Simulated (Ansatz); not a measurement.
```xyz
26

C    -3.352   -0.786   -0.659
C    -1.948   -0.248   -0.869
C    -0.875   -1.291   -0.598
C     0.545   -0.830   -0.905
C     1.035    0.411   -0.159
C     2.438    0.766   -0.634
C     0.976    0.224    1.355
C     1.371    1.452    2.158
H    -4.110   -0.023   -0.853
H    -3.553   -1.631   -1.324
H    -3.490   -1.137    0.368
H    -1.841    0.120   -1.896
H    -1.793    0.621   -0.220
H    -1.087   -2.179   -1.205
H    -0.950   -1.624    0.443
H     1.239   -1.654   -0.698
H     0.624   -0.634   -1.982
H     0.375    1.250   -0.416
H     3.149   -0.019   -0.359
H     2.794    1.705   -0.206
H     2.465    0.870   -1.722
H     1.620   -0.622    1.630
H    -0.040   -0.067    1.639
H     1.223    1.285    3.228
H     2.419    1.720    2.012
H     0.765    2.318    1.873
```

The species carries charge 0 and has multiplicity 1.

Question: List the PBE0/def2-TZVPP orbital energies in eV (Ansatz 0.2.0). (Best estimate.)

Answer: Computed: Occupied: -278.03, -277.88, -277.84, -277.81, -277.80, -277.69, -277.68, -277.62, -23.03, -21.94, -20.60, -19.78, -18.01, -17.33, -16.34, -15.19, -13.16, -13.08, -12.46, -11.99, -11.80, -11.53, -11.01, -10.62, -10.29, -10.09, -9.93, -9.60, -9.28, -9.08, -8.70, -8.56, -8.50. Lowest empty: 1.13, 1.57, 1.68, 1.86, 2.36, 2.65, 2.85, 3.04.
